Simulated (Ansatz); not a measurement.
# BClH2O (built from SMILES OBCl): search for a transition state

Is there a first-order saddle for this 1,2-elimination, which should form Cl2–H4 and break B1–Cl2, O3–H4, and which two structures does it connect?

Computed with Ansatz 0.2.0, Gaussian basis. Level: PBE0-D4, def2-SVP first, then def2-TZVP.

114 further runs of the same task are left out: 114 set aside as unsound or not needed.

### 1 The starting structure

The guess: 5 atoms, charge 0, spin multiplicity 1.

Atoms are counted from 1 here; the program's logs count them from 0.

Bond lengths: B1–O3 1.264 Å, B1–H5 1.152 Å. Angles: O3–B1–H5 143.3°.

Geometry (Å):

```mol
BClH2O
  3D, bonds by distance, orders not assigned

  5  2  0  0  0  0  0  0  0  0999 V2000
   -0.2856    0.0960   -0.5367 B   0  0
    0.9853    0.9181    1.0179 Cl  0  0
   -0.4262   -1.0427   -0.0059 O   0  0
    0.3063   -0.7023    0.9761 H   0  0
   -0.5798    0.7309   -1.4514 H   0  0
  1  3  8  0
  1  5  8  0
M  END
```

Distances that are to change: Cl2–H4 1.76 Å, B1–Cl2 2.17 Å, O3–H4 1.27 Å.

### 2 Relaxing the guess with the reacting distances held

File hold/in.yaml:

```yaml
crystal:
  periodic: [false, false, false]
  atoms:
    - {symbol: B, position_ang: [-0.285600, 0.096000, -0.536700]}
    - {symbol: Cl, position_ang: [0.985300, 0.918100, 1.017900]}
    - {symbol: O, position_ang: [-0.426200, -1.042700, -0.005900]}
    - {symbol: H, position_ang: [0.306300, -0.702300, 0.976100]}
    - {symbol: H, position_ang: [-0.579800, 0.730900, -1.451400]}
basis:
  gaussian: {orbitals: def2-SVP}
hamiltonian: {xc: pbe0, dispersion: d4}
relax: {f_tol: 0.08, max_steps: 120, escape_saddle: false, constraints: [{distance: [1, 3]}, {distance: [0, 1]}, {distance: [2, 3]}]}
```

Command:

```sh
> ansatz run in.yaml --threads 2 --pin off --events-out ev --progress --plain --max-ram 4352MiB
```

The program printed, cut to the lines that bear on the results:

```text
Functional definition: PBE0
  name "PBE0"
  cite "Adamo & Barone, J. Chem. Phys. 110, 6158 (1999) doi:10.1063/1.478522"
  cite "Perdew, Burke & Ernzerhof, Phys. Rev. Lett. 77, 3865 (1996) doi:10.1103/PhysRevLett.77.3865"
  parent pbe
[...]
588 factors; integrals over basis functions are off by at most 2.8e-4 eV
[...]
mean field -15265.61893415 eV, -561.0011484219 hartree, gradient 6.6e-6 eV, S^2 0.000000; 0 other end points of the search recorded, 0 dependent functions left out
[...]
reference -15265.61895329 eV, -561.0011491254 hartree; 16, 16 occupied and 40, 40 virtual orbitals, 588 factors
relax step   1: F+E_penalty+E_count = -15265.67593441 eV  Δ(F+E_penalty+E_count) = +0.000e0 eV  max|allowed force component| = 1.421e0 eV/Å  Δτ_max = 0.0000 Å  (24 SCF iters, accepted)
[...]
relax step   2: F+E_penalty+E_count = -15265.74507532 eV  Δ(F+E_penalty+E_count) = -6.914e-2 eV  max|allowed force component| = 4.260e-1 eV/Å  Δτ_max = 0.0430 Å  (26 SCF iters, accepted)
[...]
relax step   3: F+E_penalty+E_count = -15265.75084284 eV  Δ(F+E_penalty+E_count) = -5.768e-3 eV  max|allowed force component| = 2.697e-2 eV/Å  Δτ_max = 0.0177 Å  (26 SCF iters, accepted)
  distance Cl 1 - H 3 held at 1.757408 Å   reaction = +3.7112e-2 eV/Å
  distance B 0 - Cl 1 held at 2.169750 Å   reaction = +1.4296e0 eV/Å
  distance O 2 - H 3 held at 1.271516 Å   reaction = +2.5499e0 eV/Å
588 factors; integrals over basis functions are off by at most 3.2e-4 eV
[...]
mean field -15265.69405099 eV, -561.0039089150 hartree, gradient 1.5e-5 eV, S^2 0.000000; 1 other end points of the search recorded, 0 dependent functions left out
[...]
reference -15265.69406989 eV, -561.0039096093 hartree; 16, 16 occupied and 40, 40 virtual orbitals, 588 factors
Total energy: -15265.75086174 eV, -561.0059966713 hartree
Atom 0 at    -0.280792     0.064307    -0.512745 Å, force     0.810471     0.568547     1.022033 eV/Å
Atom 1 at     0.990178     0.941627     1.011316 Å, force    -0.848857    -0.612878    -1.018110 eV/Å
Atom 2 at    -0.446587    -1.099142     0.000776 Å, force     1.507781     0.852946     1.874545 eV/Å
Atom 3 at     0.296991    -0.671697     0.939464 Å, force    -1.483096    -0.820537    -1.873524 eV/Å
Atom 4 at    -0.559790     0.764904    -1.438811 Å, force     0.013701     0.011921    -0.004945 eV/Å
Dipole moment:    -0.090448     0.014881    -0.164717 e Å
```

Wall time 3 s (2 threads of Arm Neoverse V1, shared host).

Relaxation path:

| step | energy from step 1 (eV) | largest force component (eV/Å) |
| --- | --- | --- |
| 1 | 0.0000 | 1.4214 |
| 2 | -0.0691 | 0.4260 |
| 3 | -0.0749 | 0.0270 |

Close pairs (by a distance rule), those that changed most:

| bond | before (Å) | after (Å) | change (Å) |
| --- | --- | --- | --- |
| B1–H5 | 1.152 | 1.194 | +0.043 |
| B1–O3 | 1.264 | 1.282 | +0.018 |

### 3 A starting Hessian

File hessian/in.yaml:

```yaml
crystal:
  periodic: [false, false, false]
  atoms:
    - {symbol: B, position_ang: [-0.280792, 0.064307, -0.512745]}
    - {symbol: Cl, position_ang: [0.990178, 0.941627, 1.011316]}
    - {symbol: O, position_ang: [-0.446587, -1.099142, 0.000776]}
    - {symbol: H, position_ang: [0.296991, -0.671697, 0.939464]}
    - {symbol: H, position_ang: [-0.559790, 0.764904, -1.438811]}
basis:
  gaussian: {orbitals: def2-SVP}
hamiltonian: {xc: pbe0, dispersion: d4}
phonons: {}
scf: {lower_state_search: off}
```

Command:

```sh
> ansatz run in.yaml --threads 2 --pin off --events-out ev --progress --plain --max-ram 4352MiB
```

The program printed, cut to the lines that bear on the results:

```text
[... 5 set-up lines as earlier in the session ...]
[...]
589 factors; integrals over basis functions are off by at most 3.1e-4 eV
[...]
mean field -15265.69405480 eV, -561.0039090549 hartree, gradient 5.9e-6 eV, S^2 0.000000; 0 other end points of the search recorded, 0 dependent functions left out
[...]
reference -15265.69407364 eV, -561.0039097471 hartree; 16, 16 occupied and 40, 40 virtual orbitals, 589 factors
[... from here to the last solve, the lines of the solves are left out (29 solves) ...]
589 factors; integrals over basis functions are off by at most 3.1e-4 eV
[...]
mean field -15265.69400599 eV, -561.0039072611 hartree, gradient 1.5e-6 eV, S^2 0.000000; 0 other end points of the search recorded, 0 dependent functions left out
[...]
reference -15265.69402483 eV, -561.0039079533 hartree; 16, 16 occupied and 40, 40 virtual orbitals, 589 factors
WARN: phonons: modes at or below zero, which the zero-point energy, F, S and C_V leave out: 1, the lowest at -1459.01 cm⁻¹. A minimum has none, and a first-order saddle one
Total energy: -15265.75086550 eV, -561.0059968094 hartree
Atom 0 at    -0.280792     0.064307    -0.512745 Å, force     0.810459     0.568519     1.022043 eV/Å
Atom 1 at     0.990178     0.941627     1.011316 Å, force    -0.848864    -0.612875    -1.018128 eV/Å
Atom 2 at    -0.446587    -1.099142     0.000776 Å, force     1.507788     0.852981     1.874525 eV/Å
Atom 3 at     0.296991    -0.671697     0.939464 Å, force    -1.483094    -0.820548    -1.873507 eV/Å
Atom 4 at    -0.559790     0.764904    -1.438811 Å, force     0.013711     0.011923    -0.004933 eV/Å
Dipole moment:    -0.090448     0.014881    -0.164716 e Å
Vibrations: -1459.01 348.14 471.14 753.16 904.45 1077.65 1576.95 1585.57 2775.39 cm⁻¹, zero-point energy 0.588457 eV
Checks for a lower state left out: stability, starts, cluster_reference, orbital_swaps, neighbouring_geometries, increment
```

Wall time 14 s (2 threads of Arm Neoverse V1, shared host).

The structure is not stationary yet, so these wavenumbers are no spectrum; the search needs only the force constants.

### 4 Saddle search in the small basis

A small driver takes partitioned rational-function steps: uphill along one mode, downhill along the rest. It calls the program once a step for energy and forces and updates the Hessian by Bofill's formula. It stops when the largest force is under 0.03 eV/Å and the followed curvature is negative. The first step's input:

File presaddle/in.yaml:

```yaml
crystal:
  periodic: [false, false, false]
  atoms:
    - {symbol: B, position_ang: [-0.280792, 0.064307, -0.512745]}
    - {symbol: Cl, position_ang: [0.990178, 0.941627, 1.011316]}
    - {symbol: O, position_ang: [-0.446587, -1.099142, 0.000776]}
    - {symbol: H, position_ang: [0.296991, -0.671697, 0.939464]}
    - {symbol: H, position_ang: [-0.559790, 0.764904, -1.438811]}
basis:
  gaussian: {orbitals: def2-SVP}
hamiltonian: {xc: pbe0, dispersion: d4}
output: {forces: true}
scf: {lower_state_search: off}
```

Command:

```sh
> ansatz run in.yaml --threads 2 --pin off --events-out ev --progress --plain --max-ram 4352MiB
```

The driver's record:

```
step   energy (eV)  largest force (eV/Å)  followed curvature (eV/Å²)
   1  -15265.75086                1.8745                      -15.27
   2  -15265.62017                0.4488                      -16.30
   3  -15265.60702                0.1155                      -14.43
   4  -15265.60768                0.0219                      -14.08
```

The 4 steps took 2.2 s in all (2 threads of Arm Neoverse V1, shared host).

### 5 Saddle search in triple zeta

The search itself is an outer loop (partitioned rational-function steps, Bofill update of the Hessian). Each step is one single-point run with forces. It stops when the largest force is under 0.008 eV/Å and the followed curvature is negative. The first step's input:

File saddle/in.yaml:

```yaml
crystal:
  periodic: [false, false, false]
  atoms:
    - {symbol: B, position_ang: [-0.347556, -0.015343, -0.565494]}
    - {symbol: Cl, position_ang: [0.981793, 0.838350, 1.064588]}
    - {symbol: O, position_ang: [-0.449900, -1.120078, 0.005785]}
    - {symbol: H, position_ang: [0.353861, -0.494534, 0.917612]}
    - {symbol: H, position_ang: [-0.538198, 0.791607, -1.422490]}
basis:
  gaussian: {orbitals: def2-TZVP}
hamiltonian: {xc: pbe0, dispersion: d4}
output: {forces: true}
scf: {lower_state_search: off}
```

Command:

```sh
> ansatz run in.yaml --threads 2 --pin off --events-out ev --progress --plain --max-ram 4352MiB
```

Step by step:

| step | energy (eV) | largest force (eV/Å) | followed curvature (eV/Å²) |
| --- | --- | --- | --- |
| 1 | -15273.10007 | 0.2739 | -14.08 |
| 2 | -15273.10360 | 0.0202 | -14.07 |
| 3 | -15273.10365 | 0.0071 | -14.08 |

The 3 steps took 3.4 s in all (2 threads of Arm Neoverse V1, shared host).

The point found:

```xyz
5

B    -0.35181   -0.01942   -0.56988
Cl    0.98508    0.84234    1.06711
O    -0.44863   -1.12071    0.00801
H     0.34726   -0.48961    0.90384
H    -0.53189    0.78740   -1.40908
```

Followed mode, largest move set to 1: H4 (0.53, 0.76, 0.37); B1 (-0.38, -0.40, -0.36); O3 (-0.27, -0.14, -0.36); Cl2 (0.08, -0.29, 0.32).

### 6 Vibrations at the point found

File vib/in.yaml:

```yaml
crystal:
  periodic: [false, false, false]
  atoms:
    - {symbol: B, position_ang: [-0.351808, -0.019423, -0.569880]}
    - {symbol: Cl, position_ang: [0.985081, 0.842343, 1.067108]}
    - {symbol: O, position_ang: [-0.448634, -1.120710, 0.008012]}
    - {symbol: H, position_ang: [0.347255, -0.489610, 0.903838]}
    - {symbol: H, position_ang: [-0.531893, 0.787400, -1.409077]}
basis:
  gaussian: {orbitals: def2-TZVP}
hamiltonian: {xc: pbe0, dispersion: d4}
phonons: {temperatures: {t_min: 298.15, t_max: 900, t_step: 200}}
```

Command:

```sh
> ansatz run in.yaml --threads 2 --pin off --events-out ev --progress --plain --max-ram 4352MiB
```

The program printed, cut to the lines that bear on the results:

```text
[... 5 set-up lines as earlier in the session ...]
[...]
676 factors; their error is unknown
[...]
mean field -15273.04459315 eV, -561.2740363569 hartree, gradient 1.3e-5 eV, S^2 0.000000; 0 other end points of the search recorded, 0 dependent functions left out
[...]
reference -15273.04461918 eV, -561.2740373133 hartree; 16, 16 occupied and 95, 95 virtual orbitals, 676 factors
[... from here to the last solve, the lines of the solves are left out (29 solves) ...]
676 factors; their error is unknown
mean field -15273.04453699 eV, -561.2740342928 hartree, gradient 2.3e-6 eV, S^2 0.000000; 0 other end points of the search recorded, 0 dependent functions left out
[...]
reference -15273.04456301 eV, -561.2740352493 hartree; 16, 16 occupied and 95, 95 virtual orbitals, 676 factors
WARN: phonons: modes at or below zero, which the zero-point energy, F, S and C_V leave out: 1, the lowest at -1213.73 cm⁻¹. A minimum has none, and a first-order saddle one
Total energy: -15273.10365238 eV, -561.2762067434 hartree
Atom 0 at    -0.351808    -0.019423    -0.569880 Å, force     0.003234     0.007101     0.000245 eV/Å
Atom 1 at     0.985081     0.842343     1.067108 Å, force     0.000565     0.000672     0.001048 eV/Å
Atom 2 at    -0.448634    -1.120710     0.008012 Å, force    -0.003803    -0.002979    -0.003486 eV/Å
Atom 3 at     0.347255    -0.489610     0.903838 Å, force     0.001206     0.001239     0.000192 eV/Å
Atom 4 at    -0.531893     0.787400    -1.409077 Å, force    -0.001201    -0.006033     0.002002 eV/Å
Dipole moment:    -0.104028     0.163471    -0.281850 e Å
Vibrations: -1213.73 365.67 500.22 751.50 834.08 869.77 1492.72 1689.32 2823.84 cm⁻¹, zero-point energy 0.578208 eV
```

Wall time 26 s (2 threads of Arm Neoverse V1, shared host).

The modes, with what each moves most:

```csv
mode,wavenumber (cm⁻¹),character
1,1214i,"changes Cl2–H4, O3–H4"
2,366,"not assigned (largely outside the bonds, angles and torsions drawn)"
3,500,"not assigned (largely outside the bonds, angles and torsions drawn)"
4,752,"not assigned (largely outside the bonds, angles and torsions drawn)"
5,834,"not assigned (largely outside the bonds, angles and torsions drawn)"
6,870,bend
7,1493,"not assigned (largely outside the bonds, angles and torsions drawn)"
8,1689,B–O stretch
9,2824,B–H stretch
```

Vibrational sums (real modes only):

```
T (K)  entropy (J/mol/K)  heat capacity (J/mol/K)
  298                9.9                     20.0
  498               23.8                     34.4
  698               37.0                     43.5
  898               48.7                     49.4
```

### 7 Relaxing after a step of 0.30 Å one way along the mode

File downa/in.yaml:

```yaml
crystal:
  periodic: [false, false, false]
  atoms:
    - {symbol: B, position_ang: [-0.465579, -0.138661, -0.678360]}
    - {symbol: Cl, position_ang: [1.008512, 0.756613, 1.163218]}
    - {symbol: O, position_ang: [-0.530631, -1.163401, -0.099561]}
    - {symbol: H, position_ang: [0.506371, -0.260499, 1.014247]}
    - {symbol: H, position_ang: [-0.518674, 0.805948, -1.399545]}
basis:
  gaussian: {orbitals: def2-TZVP}
hamiltonian: {xc: pbe0, dispersion: d4}
relax: {f_tol: 0.005, max_steps: 200}
```

Command:

```sh
> ansatz run in.yaml --threads 2 --pin off --events-out ev --progress --plain --max-ram 4352MiB
```

The program printed, cut to the lines that bear on the results:

```text
[... 5 set-up lines as earlier in the session ...]
[...]
676 factors; their error is unknown
[...]
mean field -15272.82364409 eV, -561.2659166286 hartree, gradient 7.7e-6 eV, S^2 0.000000; 0 other end points of the search recorded, 0 dependent functions left out
[...]
reference -15272.82367060 eV, -561.2659176027 hartree; 16, 16 occupied and 95, 95 virtual orbitals, 676 factors
relax step   1: F+E_penalty+E_count = -15272.88369649 eV  Δ(F+E_penalty+E_count) = +0.000e0 eV  max|allowed force component| = 6.650e0 eV/Å  Δτ_max = 0.0000 Å  (26 SCF iters, accepted)
[...]
676 factors; their error is unknown
mean field -15273.77839069 eV, -561.3010029189 hartree, gradient 1.8e-5 eV, S^2 0.000000; 1 other end points of the search recorded, 0 dependent functions left out
[...]
reference -15273.77842197 eV, -561.3010040685 hartree; 16, 16 occupied and 95, 95 virtual orbitals, 676 factors
Total energy: -15273.82065606 eV, -561.3025561427 hartree
Atom 0 at    -0.796070    -0.052390    -1.283750 Å, force     0.000619    -0.000122     0.001124 eV/Å
Atom 1 at     1.527356     0.099765     2.462702 Å, force    -0.000478     0.000106    -0.000676 eV/Å
Atom 2 at    -0.164923    -0.009456    -0.265651 Å, force    -0.000821     0.000114    -0.001310 eV/Å
Atom 3 at     0.846891     0.056491     1.365977 Å, force     0.000454    -0.000198     0.000568 eV/Å
Atom 4 at    -1.413255    -0.094410    -2.279279 Å, force     0.000226     0.000100     0.000294 eV/Å
Dipole moment:    -0.557314    -0.036982    -0.898739 e Å
```

Wall time 43 s (2 threads of Arm Neoverse V1, shared host).

Step by step: (not every step is listed)

| step | energy from step 1 (eV) | largest force component (eV/Å) |
| --- | --- | --- |
| 1 | 0.0000 | 6.6497 |
| 2 | -0.6792 | 2.1725 |
| 3 | -0.8358 | 0.5474 |
| 4 | -0.8678 | 0.8238 |
| 5 | -0.8802 | 0.7364 |
| 6 | -0.8933 | 0.5994 |
| 7 | -0.8950 | 0.5592 |
| 8 | -0.9068 | 0.2506 |
| 9 | -0.9134 | 0.1248 |
| 11 | -0.9255 | 0.2462 |
| 13 | -0.9292 | 0.0287 |
| 15 | -0.9300 | 0.1758 |
| 17 | -0.9335 | 0.1907 |
| 19 | -0.9336 | 0.5292 |
| 21 | -0.9359 | 0.0376 |
| 23 | -0.9364 | 0.0461 |
| 25 | -0.9367 | 0.0514 |
| 27 | -0.9368 | 0.0210 |
| 29 | -0.9369 | 0.0239 |
| 31 | -0.9369 | 0.0132 |
| 32 | -0.9369 | 0.0243 |
| 33 | -0.9369 | 0.0104 |
| 34 | -0.9369 | 0.0003 |
| 35 | -0.9369 | 0.0008 |
| 36 | -0.9369 | 0.0013 |

Distances of close pairs at the start and the end, largest changes first:

| bond | before (Å) | after (Å) | change (Å) |
| --- | --- | --- | --- |
| Cl2–H4 | 1.144 | 1.291 | +0.147 |
| B1–O3 | 1.179 | 1.199 | +0.020 |
| B1–H5 | 1.190 | 1.172 | -0.018 |

### 8 Relaxing after a step of 0.30 Å the other way along the mode

File downb/in.yaml:

```yaml
crystal:
  periodic: [false, false, false]
  atoms:
    - {symbol: B, position_ang: [-0.238038, 0.099816, -0.461400]}
    - {symbol: Cl, position_ang: [0.961649, 0.928072, 0.970997]}
    - {symbol: O, position_ang: [-0.366638, -1.078019, 0.115584]}
    - {symbol: H, position_ang: [0.188139, -0.718720, 0.793428]}
    - {symbol: H, position_ang: [-0.545112, 0.768852, -1.418610]}
basis:
  gaussian: {orbitals: def2-TZVP}
hamiltonian: {xc: pbe0, dispersion: d4}
relax: {f_tol: 0.005, max_steps: 200}
```

Command:

```sh
> ansatz run in.yaml --threads 2 --pin off --events-out ev --progress --plain --max-ram 4352MiB
```

The program printed, cut to the lines that bear on the results:

```text
[... 5 set-up lines as earlier in the session ...]
[...]
676 factors; their error is unknown
[...]
mean field -15273.78571934 eV, -561.3012722421 hartree, gradient 3.4e-5 eV, S^2 0.000000; 0 other end points of the search recorded, 0 dependent functions left out
[...]
reference -15273.78574424 eV, -561.3012731570 hartree; 16, 16 occupied and 95, 95 virtual orbitals, 676 factors
relax step   1: F+E_penalty+E_count = -15273.84019987 eV  Δ(F+E_penalty+E_count) = +0.000e0 eV  max|allowed force component| = 2.724e0 eV/Å  Δτ_max = 0.0000 Å  (25 SCF iters, accepted)
[...]
676 factors; their error is unknown
mean field -15275.21648085 eV, -561.3538517575 hartree, gradient 1.4e-5 eV, S^2 0.000000; 1 other end points of the search recorded, 0 dependent functions left out
[...]
reference -15275.21650611 eV, -561.3538526859 hartree; 16, 16 occupied and 95, 95 virtual orbitals, 676 factors
Total energy: -15275.27109450 eV, -561.3558587724 hartree
Atom 0 at    -0.079688     0.265182    -0.309657 Å, force     0.000267     0.001395    -0.001120 eV/Å
Atom 1 at     0.945828     1.282093     0.706950 Å, force     0.000506     0.000561    -0.000168 eV/Å
Atom 2 at    -0.374690    -0.992292     0.045977 Å, force     0.000760    -0.002154    -0.001063 eV/Å
Atom 3 at     0.020372    -1.264147     0.881012 Å, force    -0.001258     0.000443     0.000826 eV/Å
Atom 4 at    -0.511822     0.709166    -1.324283 Å, force    -0.000275    -0.000245     0.001525 eV/Å
Dipole moment:     0.029966    -0.168304     0.161957 e Å
```

Run time: 13 s. Hardware: 2 threads of Arm Neoverse V1, shared host.

Step by step:

```
step  energy from step 1 (eV)  largest force component (eV/Å)
   1                   0.0000                          2.7245
   2                  -0.6508                          1.6700
   3                  -0.8965                          2.0477
   4                  -1.3704                          1.1462
   5                  -1.4046                          0.8346
   6                  -1.4302                          0.1274
   7                  -1.4300                          0.2496
   8                  -1.4307                          0.0519
   9                  -1.4309                          0.0022
```

Distances of close pairs at the start and the end, largest changes first:

```
  bond  before (Å)  after (Å)  change (Å)
B1–Cl2       2.044      1.766      -0.278
 B1–O3       1.318      1.340      +0.022
 B1–H5       1.208      1.189      -0.019
 O3–H4       0.947      0.963      +0.016
```

### 9 The three structures

| pair | start side (Å) | saddle (Å) | end side (Å) |
| --- | --- | --- | --- |
| Cl2–H4 | 2.715 | 1.486 | 1.291 |
| B1–Cl2 | 1.766 | 2.282 | 4.411 |
| O3–H4 | 0.963 | 1.354 | 1.921 |

### 10 Outcome

| quantity | value |
| --- | --- |
| imaginary mode | 1214i cm⁻¹ |
| barrier from the start side | 209.1 kJ/mol |
| barrier from the end side | 69.2 kJ/mol |
| energy of the step | +139.9 kJ/mol |
| pairs that change | Cl2–H4 formed, B1–Cl2 broken, O3–H4 broken |
| zero-point energy at the saddle | 0.578 eV |

What this shows: One imaginary mode, 1214i cm⁻¹, makes this a first-order saddle. It joins the planned start and end. At PBE0-D4/def2-TZVP the electronic barrier is 209.1 kJ/mol, about 84 kT at 298 K, and the step runs 139.9 kJ/mol uphill. The barrier is thin enough for tunnelling; the leading (Wigner) term alone is a factor of 2.4 at 298 K. A step off the saddle overshot and began above it in energy, so the link to its end is likely but not proven. The ends are the nearest minima, not always the lowest complexes.
